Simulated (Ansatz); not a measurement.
Two isomers of C2H5N: A = `CC=N`, B = `C=NC`.

Gas-phase electronic energies from Ansatz, PBE0-D4/def2-TZVP geometries. CBS: MP2 limit from def2 TZ/QZ plus the TZ coupled-cluster correction, frozen cores. Functionals use def2-TZVPP. B3LYP here is the variant with VWN-RPA as its local correlation; programs differ in this. One conformer a species, not always the lowest.

A:

Z-matrix (Å, degrees):
```
C
C 1 1.493
H 1 1.092 2 111.6
H 1 1.094 2 110.3 3 -121.2
H 1 1.094 2 110.3 3 121.2
N 2 1.263 1 127.9 3 0.0
H 2 1.095 1 115.5 3 -180.0
H 6 1.023 2 110.6 1 0.0
```

B:

```xyz
8

C    -1.102    0.306    0.616
N     0.107    0.615    0.468
C     0.898   -0.173   -0.439
H    -1.579   -0.533    0.089
H    -1.724    0.888    1.296
H     0.340   -0.993   -0.915
H     1.306    0.479   -1.216
H     1.753   -0.589    0.101
```

**Question.** Which isomer does CCSD(T)/CBS put lower? Give the gap. (Best estimate.)

**Answer.** Ansatz gave: A, by 9.0 kcal/mol.

**Question.** Give E(B) − E(A) in kcal/mol with B2PLYP, MP2/def2-TZVPP, LDA (SPW92), B3LYP, CCSD(T)/def2-SVP, B3LYP-D4, CCSD/def2-TZVPP. (An estimate is asked.)

**Answer.** Computed: B2PLYP 8.6, MP2/def2-TZVPP 9.0, LDA (SPW92) 8.7, B3LYP 8.5, CCSD(T)/def2-SVP 7.8, B3LYP-D4 8.4, CCSD/def2-TZVPP 8.9. None reverses the order clearly.

**Question.** Does the order hold for the free energy at 298.15 K (harmonic terms from PBE0-D4)? (Estimate.)

**Answer.** The calculation gave: Yes: G(B) − G(A) = +8.9 kcal/mol, for one conformer each.

Largest T1 diagnostic: 0.012.

At CCSD(T), def2-SVP lies −1.3 kcal/mol from the extrapolated value and def2-TZVPP −0.2 kcal/mol. Leaving LDA and LC-ωPBE aside and taking each functional with its dispersion term where it has one, the values, not all of them listed here, spread over 1.4 kcal/mol, from BLYP-D4 to r2SCAN0-D4.
